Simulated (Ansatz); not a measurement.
Ansatz (a first-principles code) input (HF/STO-3G):

Ansatz 0.2 input:
```yaml
crystal:
  periodic: [false, false, false]
  atoms:
    - {symbol: C, position_ang: [0.06772882, 1.33677652, -0.58076859]}
    - {symbol: S, position_ang: [-0.20351480, 0.11041718, 0.56938539]}
    - {symbol: C, position_ang: [0.24338008, -1.37270681, -0.36653509]}
    - {symbol: H, position_ang: [0.55259827, 1.12781644, -1.52160068]}
    - {symbol: H, position_ang: [-0.15162162, 2.35061391, -0.28599237]}
    - {symbol: H, position_ang: [0.11271911, -2.22427414, 0.29855508]}
    - {symbol: H, position_ang: [-0.40799579, -1.48486538, -1.23221886]}
    - {symbol: H, position_ang: [1.28388336, -1.32038413, -0.68508729]}
basis:
  gaussian:
    orbitals: STO-3G
hamiltonian:
  xc: {name: HF}
magnetization: {spin_polarized: true, initial_magnetization: 1}
relax: {f_tol: 0.003, max_steps: 120}
```

### Question
Predict the final energy.

### Answer
-470.84570 Eh.
